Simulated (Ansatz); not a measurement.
A nudged elastic band was laid between two geometries of H3Si2 (5 atoms, charge -1, multiplicity 1).

The calculation used RKS B3LYP/6-31G (Ansatz 0.2.0).

```json
{
 "movable images": "5",
 "climbing image": "yes",
 "spring": "5.0 eV/Å²",
 "optimiser": "quadratic models (default)",
 "start path": "through a guess of the saddle point",
 "force threshold": "0.05 eV/Å",
 "iteration limit": "60",
 "end points": "relaxed"
}
```

Image 0:

```xyz
5
Properties=species:S:1:pos:R:3
Si -1.483 0.909 -0.076
Si 0.589 0.042 0.161
H -2.052 -0.448 -0.655
H 1.174 -1.341 -0.143
H 1.771 0.837 0.712
```

Image 6:

```xyz
5
Properties=species:S:1:pos:R:3
Si -0.316 -0.471 -0.232
Si 1.589 0.463 0.544
H -1.734 0.078 -0.405
H -0.408 -1.914 -0.723
H 0.868 1.844 0.816
```

What changes between the two ends?

Bonds broken: Si2–H4. Bonds formed: Si1–H4.  The two ends are copies of one structure, up to a mirror image or an exchange of like atoms.

Give the energies along the band, and the barrier.

The forces met the threshold. The highest image is number 4 of 0 to 6, 1.20 eV above the ends, which have the same energy within 2 meV. The profile has 2 maxima (images 1, 4) with wells between them (image 3): this band takes more than one step, which may be the mechanism or a detour left from its start path. A vibrational analysis at the climbing image gives one clearly imaginary mode, 581i cm⁻¹: a first-order saddle point. The orbitals stay closed-shell, which can raise the energy where a bond breaks towards radicals; this wasn't checked here. Limits of this set-up: no polarisation functions, an anion without diffuse functions, the dipole of an ion depends on the origin.

```
image  path coordinate (Å)  energy (eV)  Si2–H4 (Å)  Si1–H4 (Å)
    0                 0.00         0.00        1.53        3.48
    1                 1.19         0.74        1.60        2.53
    2                 2.38         0.64        2.69        1.57
    3                 3.57         0.22        3.59        1.54
    4                 4.76         1.20        2.91        1.59
    5                 5.62         0.52        3.02        1.53
    6                 6.47         0.00        3.35        1.53
```

What is the geometry of the highest image?


```xyz
5
Properties=species:S:1:pos:R:3
Si -0.943 -0.433 0.417
Si 1.220 0.692 -0.249
H -1.494 -0.011 -1.017
H -0.341 -1.760 -0.225
H 1.558 1.513 1.074
```

The run took 96 s on 1 thread of Arm Neoverse V1 (shared host), peak memory 0.083 GiB.
